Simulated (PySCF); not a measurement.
Working out the ionisation energy of Ne

Ne [Ne] (1S) → Ne⁺ [He] 2s2 2p5 (2P). Computed with PySCF 2.14 in aug-cc-pVTZ with one added diffuse shell each of s, p, d, f type (6s5p4d3f, 62 functions), with the non-relativistic Hamiltonian (point nucleus). Frozen: 1s2. Energies in hartree (1 hartree = 27.21139 eV):

```tsv
part	Ne (lower)	Ne⁺ (upper)
UHF	-128.533288	-127.809777
CCSD correlation	-0.274560	-0.212003
(T)	-0.005332	-0.002775
```

Question: What does Hartree-Fock give?

Answer: (-127.809777) − (-128.533288) = 0.723511 hartree = 19.688 eV.

Question: What do CCSD and CCSD(T) give?

Answer: The CCSD correlation energies differ by 0.062557 hartree = 1.702 eV and the triples by 0.002557 hartree = 0.070 eV, so CCSD gives 21.390 eV and CCSD(T) 21.460 eV.

Measured between the centres of the two terms (NIST): 21.597 eV, so CCSD(T) (valence) is off by -0.137 eV.

What remains against the reference includes basis incompleteness, the frozen core and higher excitations.
